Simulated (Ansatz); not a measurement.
System: GaS (P6₃/mmc, No. 194). Method: PBE-D3(BJ) (Ansatz, a first-principles code, PAW).

Settings: plane-wave cutoff 500 eV, 12×12×2 k mesh (along the axes of the cell as run), Fermi–Dirac smearing 0.05 eV, scalar-relativistic PAW data made under PBE.

Computed at the level's own relaxed cell.

Estimate the volume per atom, lattice parameter a and lattice parameter c that the calculation returns.


- volume per atom: 21.56 Å³/atom
- lattice parameter a: 3.590 Å
- lattice parameter c: 15.450 Å

Static lattice: no zero-point or thermal effects.
